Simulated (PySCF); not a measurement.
# Beryllium: a sound run and one with changed settings

Sound run: Be [He] 2s2, Be⁺ [He] 2s1. Calculation: PySCF 2.14, in 6-31G*; the non-relativistic Hamiltonian (point nucleus). The sound run starts from symmetry-adapted Hartree-Fock orbitals and uses a fine grid where one is needed.

Changed run: radial step 0.5 in ln r (0.13 in the sound run). This setting is unsound on purpose.

```tsv
species	method	sound run (hartree)	changed run (hartree)	converged
Be	UHF	-14.56676	-14.56676	yes
Be	M06-2X	-14.65993	-14.66591	yes
Be	LDA	-14.44026	-14.44132	yes
Be⁺	UHF	-14.27541	-14.27541	yes
Be⁺	M06-2X	-14.32906	-14.34050	yes
Be⁺	LDA	-14.11168	-14.11259	yes
```

Ionisation energy of Be:

```tsv
method	sound run (eV)	changed run (eV)
UHF	7.928	7.928
M06-2X	9.004	8.855
LDA	8.941	8.945
```

A coarse radial grid mis-integrates the density and the exchange-correlation energy, with errors of either sign; Hartree-Fock needs no grid.

For comparison, NIST gives 9.323 eV between the lowest levels.
